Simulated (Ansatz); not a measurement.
Compare A (`C=C(O)C=N`) with its isomer B (`CC1=NCO1`).

Program: Ansatz. Geometries: PBE0-D4/def2-TZVP. ΔE: electronic, gas phase. CBS: MP2 limit from def2 TZ/QZ plus the TZ coupled-cluster correction, frozen cores. Functionals use def2-TZVPP. B3LYP here is the variant with VWN-RPA as its local correlation; programs differ in this. One conformer a species, not always the lowest.

A:

Z-matrix (Å, degrees):
```
C
C 1 1.335
H 1 1.081 2 119.4
H 1 1.082 2 121.7 3 -180.0
O 2 1.340 1 123.8 3 -180.0
C 2 1.465 1 121.6 3 0.0
H 5 0.976 2 105.3 1 -180.0
N 6 1.268 2 117.7 1 180.0
H 6 1.093 2 117.1 1 -0.0
H 8 1.016 6 113.1 2 -180.0
```

B:

```xyz
10

C     0.365    0.127    1.561
C    -0.010    0.086    0.140
N    -0.675    0.872   -0.625
C    -0.396   -0.119   -1.655
O     0.343   -0.935   -0.692
H    -0.037   -0.744    2.083
H    -0.030    1.037    2.012
H     1.452    0.108    1.666
H    -1.269   -0.654   -2.031
H     0.258    0.222   -2.459
```

**Question.** Which isomer does CCSD(T)/CBS put lower? Give the gap. (An estimate is asked.)

**Answer.** Computed: A, by 11.0 kcal/mol.

**Question.** Give E(B) − E(A) in kcal/mol with CCSD(T)/def2-SVP, CCSD/def2-TZVPP, BLYP-D4, PBE0-D4, ωB97M-V, B3LYP-D4, PBE-D4. (Best estimate.)

**Answer.** Computed: CCSD(T)/def2-SVP 9.3, CCSD/def2-TZVPP 9.7, BLYP-D4 15.5, PBE0-D4 8.7, ωB97M-V 9.2, B3LYP-D4 13.7, PBE-D4 10.5. None reverses the order clearly.

**Question.** Does the order hold for the free energy at 298.15 K (harmonic terms from PBE0-D4)? (Estimate.)

**Answer.** Computed: Yes: G(B) − G(A) = +11.1 kcal/mol, for one conformer each.

Largest T1 diagnostic: 0.014.

At CCSD(T), def2-SVP lies −1.8 kcal/mol from the extrapolated value and def2-TZVPP −0.9 kcal/mol. From PBE to PBE0 (25 % exact exchange), in def2-TZVPP and without D4, E(B) − E(A) moves by −1.7 kcal/mol.
